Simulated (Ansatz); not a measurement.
Input file for Ansatz (a program for electronic structure): R-CCSD(T)/aug-cc-pVTZ on formaldehyde (SMILES C=O), atoms moved off the minimum.

Ansatz 0.2 input:
```yaml
crystal:
  periodic: [false, false, false]
  atoms:
    - {symbol: C, position_ang: [-0.59270549, 0.10398246, -0.06618580]}
    - {symbol: O, position_ang: [0.63737098, -0.08919368, 0.08593367]}
    - {symbol: H, position_ang: [-1.35604571, -0.63012967, -0.00509568]}
    - {symbol: H, position_ang: [-0.96095808, 1.20412435, -0.10612955]}
basis:
  gaussian:
    orbitals: aug-cc-pVTZ
magnetization: {spin_polarized: false}
correlation: {method: ccsd_t, electrons: outside_noble_gas}
scf: {lower_state_search: off}
output: {forces: true}
```

The head of its log:

```
WARN ansatz: RAYON_NUM_THREADS=1 ignored (pool sized by the plan → 1); use --threads N
Functional definition: HF
these checks for a lower state are left out or cut short: starts, cluster_reference, orbital_swaps, neighbouring_geometries, increment
integrals: 0.28 GiB planned
807 factors; integrals over basis functions are off by at most 9.7e-4 eV
mean field: 0.23 GiB planned
mean field evaluation 1: about -3097.2385 eV, gradient 3.3e1 eV
mean field evaluation 2: about -3097.2388 eV, gradient 3.3e1 eV
mean field evaluation 4: about -3099.3560 eV, gradient 2.4e0 eV
mean field evaluation 8: about -3099.3859 eV, gradient 1.6e-1 eV
mean field -3099.38604523 eV, -113.9003363228 hartree, gradient 2.8e-6 eV, S^2 0.000000; 0 other end points of the search recorded, 0 dependent functions left out; unrestricted orbitals would lower it
2 core orbitals not correlated
reference -3099.38604523 eV, -113.9003363228 hartree; 6, 6 occupied and 130, 130 virtual orbitals, 807 factors
too little memory for Intel AMX tiles; the run may be slower
densities: 1.28 GiB planned
```

**Question.** Predict the final total energy.

**Answer.** -114.3357 hartree (reference determinant -113.9003, T1 diagnostic 0.018).
